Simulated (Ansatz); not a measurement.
## A reaction path, image by image

CH4BCl, singlet, from CH₄BCl ([CH2][BH2][Cl]) to a complex of CH₂BCl ([CH2][B][Cl]) + H₂; PBE0-D4/def2-SVP (Ansatz 0.2.0). Settings:

```yaml
hamiltonian: {xc: pbe0, dispersion: d4}
neb:
  images: 5
  climbing: true
  max_iterations: 40
  initial_path: idpp
```

First end:

| atom | x (Å) | y (Å) | z (Å) |
| --- | --- | --- | --- |
| B1 | -0.1513 | 0.2470 | -0.4287 |
| H2 | -0.9303 | -0.8175 | -0.6474 |
| C3 | 0.4023 | 0.0579 | 0.8668 |
| H4 | -0.1259 | -0.9564 | -1.0110 |
| Cl5 | -0.4484 | 1.5458 | -1.5797 |
| H6 | 0.4374 | -0.9280 | 1.3193 |
| H7 | 0.8164 | 0.8512 | 1.4806 |

Second end:

B1  (0.042, 1.018, -0.219)
H2  (-1.111, -1.892, -0.907)
C3  (0.538, 0.540, 0.975)
H4  (-0.402, -1.970, -1.128)
Cl5  (-0.556, 1.620, -1.668)
H6  (0.463, -0.505, 1.254)
H7  (1.026, 1.189, 1.693)
(Å)

The ends were relaxed with PBE0-D4 in triple zeta, so they are not quite minima here (largest force components 0.33 and 0.50 eV/Å).

Energies along the converged band: It took 24 iterations. Path lengths are measured after rigid turns and shifts between images are taken out.
```csv
image,path length (Å),energy (kcal/mol)
0,0.00,0.00
1,0.33,4.18
2 (climbing),0.65,6.41
3,0.96,5.76
4,1.27,4.95
5,1.57,4.50
6,1.88,4.60
```
Energies count from the first end.

The images between the ends:
Image 1:
```xyz
7
angstrom
B -0.1079 0.3928 -0.3729
H -0.9486 -0.9811 -0.7363
C 0.4331 0.1246 0.9047
H -0.2133 -1.1069 -1.0469
Cl -0.4786 1.5465 -1.6194
H 0.4529 -0.8811 1.3274
H 0.8625 0.9053 1.5435
```

Image 2:
```xyz
7
angstrom
B -0.0514 0.5748 -0.3157
H -0.9747 -1.1525 -0.7777
C 0.4551 0.1862 0.9270
H -0.2728 -1.2688 -1.0791
Cl -0.5040 1.5391 -1.6522
H 0.4622 -0.8318 1.3172
H 0.8856 0.9531 1.5805
```

Image 3:
```xyz
7
angstrom
B -0.0123 0.7218 -0.2780
H -1.0082 -1.3229 -0.8054
C 0.4759 0.2683 0.9427
H -0.3108 -1.4353 -1.0958
Cl -0.5246 1.5363 -1.6759
H 0.4600 -0.7672 1.2847
H 0.9201 0.9990 1.6276
```

Image 4:
```xyz
7
angstrom
B 0.0155 0.8416 -0.2527
H -1.0448 -1.5028 -0.8283
C 0.4997 0.3571 0.9545
H -0.3487 -1.6118 -1.1161
Cl -0.5379 1.5559 -1.6836
H 0.4641 -0.6916 1.2564
H 0.9523 1.0517 1.6698
```

Image 5:
```xyz
7
angstrom
B 0.0316 0.9392 -0.2370
H -1.0796 -1.6916 -0.8541
C 0.5202 0.4495 0.9648
H -0.3766 -1.7988 -1.1252
Cl -0.5477 1.5905 -1.6854
H 0.4676 -0.6067 1.2404
H 0.9846 1.1179 1.6964
```

The band counts as converged below 0.05 eV/Å. Hardware: 2 CPU threads of an Arm Neoverse V1, shared host. Wall time about 2.2 min.
